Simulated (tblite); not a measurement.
C2H2FO (charge -1).
Atom-mapped SMILES: `[CH2:1]=[C:2]([O-:3])[F:4]` (hydrogens: H5, H6 on C1)

Computed values, GFN2-xTB/tblite, gas phase, harmonic and unscaled. Errors from tens to a few hundred cm⁻¹ against measured bands are possible.

Harmonic wavenumbers (cm⁻¹): 415.2, 483.8, 510.3, 590.2, 607.3, 644.5, 1008.0, 1203.8, 1438.9, 1876.3, 3074.8, 3104.1.

A = 11039, B = 10413, C = 5359 MHz; mass 61.009 u (most abundant isotopes); point group Cs, symmetry number 1.

Task: Zero-point energy?

Result: Half the sum of the wavenumbers: 7479 cm⁻¹ = 89.46 kJ/mol.

Task: What is S at 400 K and 1 bar for an ideal gas of classical rigid rotors and harmonic oscillators?

Result: Translation 166.24, rotation 103.12, vibration 26.47: S = 295.8 J/(mol K).

Task: And Cp and H(400 K) − H(0)?

Result: Cp = 76.81 J/(mol K), of which vibrations give 43.55 (their classical limit is 12 R = 99.8); H(400 K) − H(0) = 20.50 kJ/mol without the zero-point energy, 7.20 from vibrations.

Task: Which modes carry the vibrational entropy at 400 K?

Result: 415.2 cm⁻¹: 5.71; 483.8 cm⁻¹: 4.68; 510.3 cm⁻¹: 4.34; 590.2 cm⁻¹: 3.46; 607.3 cm⁻¹: 3.30; 644.5 cm⁻¹: 2.97 J/(mol K); the other 6 give 2.01 together.

Task: How do the functions run with temperature in this model?

Result: 
```csv
T (K),S (J/(mol K)),Cp (J/(mol K)),H − H(0) (kJ/mol),G − H(0) (kJ/mol),ln q(vib)
100,223.5,35.0,3.35,-19.00,0.00
200,252.0,50.2,7.54,-42.85,0.15
300,275.4,65.5,13.36,-69.25,0.52
500,313.9,85.3,28.63,-128.33,1.58
800,358.0,101.8,56.94,-229.44,3.33
1000,381.5,108.7,78.02,-303.45,4.43
```

q(vib) and H(0) count from the zero-point level.

Task: What must be added to the electronic energy to get the Gibbs energy at 400 K and 1 bar?

Result: ZPE + [H(400 K) − H(0)] − T·S = 89.46 + 20.50 − 118.33 = -8.37 kJ/mol.

On Arm Neoverse V2, one thread, no GPU, shared host with 96 logical CPUs at a one-minute load of 56, this took under 0.1 s. This covers the Hessian and the dipole derivatives.
